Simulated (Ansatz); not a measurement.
FeGe: a prediction, then the measurements

All numbers below come from DFT PBEsol, scalar-relativistic, plane waves, PAW (Ansatz).

Cutoff 420 eV; k points 12×12×10 on the computed 6-atom cell (Γ-centred); Gaussian smearing, width 0.10 eV; collinear spin from starting moments 1.47 1.47 1.47 0 0 0 μB.

Relaxed structure, symmetry kept:

```xyz
6
Lattice="4.8990 0.0000 0.0000 -2.4495 4.2427 0.0000 0.0000 0.0000 3.9753" Properties=species:S:1:pos:R:3 pbc="T T T"
Fe    2.4495    0.0000    0.0000
Fe    1.2248    2.1213    0.0000
Fe   -1.2248    2.1213    0.0000
Ge    0.0000    0.0000    0.0000
Ge    0.0000    2.8285    1.9877
Ge    2.4495    1.4142    1.9877
```

| Item | Value |
| --- | --- |
| Space group | P6/mmm (No. 191) |
| Volume per atom | 92.9 bohr³ |
| Formation energy from the elements' standard states (uncorrected) | -0.198 eV/atom |
| Kohn–Sham band gap | none (metal) |
| Density of states at the Fermi level | 4.59 states/eV per cell |
| Löwdin character within 0.5 eV of the Fermi level | Fe 3d 82 %, Ge 4p 13 % |
| Bulk modulus | 165 GPa |
| Its pressure derivative | 5.1 |
| Bader charges (e) | Fe (3 in the cell) -0.03, Ge (1 in the cell) 0.04, Ge (2 in the cell) 0.02 |
| Total moment | 3.81 μB per cell |
| Site moments (μB; atoms counted from 1 over the whole cell) | Fe (atom 1) 1.34, Fe (atom 2) 1.34, Fe (atom 3) 1.34, Ge (atom 4) -0.06 |

Only this magnetic start was tried.

**The experiment to reproduce.**

From “Fantastic flat bands and where to find them: The CoSn-type compounds”, 2020, arxiv:2005.14119, for a powder of FeGe at 15 K: lattice constant a 4.98515 ± 0.0001 Å.

“Discovery of charge density wave in a correlated kagome lattice antiferromagnet”, 2022, arxiv:2203.11467 reports, for a bulk crystal of FeGe at 150 K: lattice constant c 4.04911 ± 0.0001 Å.

Measured lattice constant a of FeGe: 4.98515 Å (15 K; powder; the paper above). This calculation gives 4.899 Å (-1.7 %). 4 values of this kind are on record (4.9827 to 4.995 Å); this one was drawn at random among those near their median, those with a stated uncertainty first. Against the measured lattice constant c of FeGe, 4.04911 Å (150 K; the paper above), the calculated 3.975 Å is off by -1.8 %. 3 values of this kind are on record (4.04911 to 4.053 Å); this one was drawn at random among those near their median, those with a stated uncertainty first. 1 more, off the median of the measured values, is set aside. The calculation is for 0 K without zero-point motion.